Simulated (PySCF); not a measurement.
NF₃, optimised at B3LYP/6-31G*:

```xyz
4

N     -0.1351     0.0436     0.0586
F      0.0133     0.5001    -1.2380
F      0.0020    -1.3228    -0.1016
F      1.0784     0.3886     0.6242
```

Method: PySCF energies (xtb for GFN2) plus ideal-gas RRHO corrections (1 bar). 6-31G* has spherical d functions here. All species are closed-shell singlets. B3LYP is the form with VWN-RPA correlation.

List the harmonic frequencies (cm⁻¹, unscaled) at this level and at the other levels, each on its own geometry.


- B3LYP/6-31G*: 483, 483, 646, 933, 933, 1063
- GFN2-xTB: 445, 445, 578, 811, 811, 984
- HF/6-31G*: 581, 581, 757, 1227, 1227, 1240
- PBE/def2-SVP: 467, 467, 628, 842, 842, 1018
- PBE0/def2-TZVP: 513, 513, 682, 952, 953, 1092
